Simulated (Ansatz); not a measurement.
# AlNH₂ (triplet): from Hartree-Fock to the top rungs, cc-pVDZ

The task here is to estimate one member of a computed series from the others.

The runs use Ansatz 0.2.0, Gaussian basis; cc-pVDZ, core rule «outside noble gas», up to 6 orbitals frozen.

The runs, in order: UHF; CCSD(T) on ROHF; CCSD(T) on UHF; BCCD(T) on ROHF; CISD; CCSDT(Q) on ROHF; CCSDT(Q) on UHF; CCSDTQ on ROHF.

11 further runs of the same task are left out: 8 for a known fault of the program, 3 set aside as unsound or not needed.

## The system

The geometry is a PBE0/def2-TZVP stationary point (not a proven minimum) of the parent state, kept for this charge and spin.

4 atoms, charge 0, spin multiplicity 3.

Atoms are counted from 1 here; the program's logs count them from 0.

Bond lengths: Al1–N2 1.796 Å, N2–H3 1.012 Å, N2–H4 1.012 Å. Angles: Al1–N2–H3 125.6°, Al1–N2–H4 125.6°, H3–N2–H4 108.7°.

As a file:

```xyz
4
charge 0, multiplicity 3
Al    0.00000    0.00000    0.69681
N     0.00000    0.00000   -1.09924
H     0.00000    0.82226   -1.68874
H     0.00000   -0.82226   -1.68874
```

Set-up of the first run:

Contents of in.yaml:

```yaml
crystal:
  periodic: [false, false, false]
  atoms:
    - {symbol: Al, position_ang: [0.000000, 0.000000, 0.696811]}
    - {symbol: N, position_ang: [0.000000, 0.000000, -1.099242]}
    - {symbol: H, position_ang: [0.000000, 0.822256, -1.688737]}
    - {symbol: H, position_ang: [0.000000, -0.822256, -1.688737]}
basis:
  gaussian: {orbitals: cc-pVDZ}
magnetization: {spin_polarized: true, initial_magnetization: 2}
hamiltonian: {xc: hf}
output: {orbitals: {seedname: orbitals}}
```

Run with:

```console
> ansatz run in.yaml --threads 1 --pin off --events-out ev --progress --plain --max-ram 2816MiB --backend cpu
```

Among the steps run: UHF; CCSD(T) on ROHF; CCSD(T) on UHF; BCCD(T) on ROHF; CISD; CCSDT(Q) on ROHF; CCSDT(Q) on UHF; CCSDTQ on ROHF.

One of the session's tables, all rows but one given; the rest of the session is left out.

It belongs to the step «Misses and costs». 

| method | from RCCSDTQ (meV) |
| --- | --- |
| ROHF | +6198.8 |
| UHF | ? |
| RMP2 | +637.4 |
| UMP2 | +624.0 |
| CISD | +544.4 |
| RCCSD | +200.5 |
| UCCSD | +200.1 |
| RCCSD(T) | +31.9 |
| UCCSD(T) | +31.2 |
| BCCD(T) | +32.7 |
| RCCSDT | +14.8 |
| UCCSDT | +14.5 |
| RCCSDT(Q) | -0.6 |
| UCCSDT(Q) | -3.0 |
| RCCSDTQ | 0 |

Q: Estimate the row for UHF from the others.

The run gave: from RCCSDTQ (meV): +6177.6. In the column «from RCCSDTQ (meV)» it lies between RMP2 (+637.4) and ROHF (+6198.8).

To keep in mind: Restricted and unrestricted rows rest on different reference determinants; where their highest levels disagree by more than a few hundredths of an eV, they describe different states and don't form one ladder.
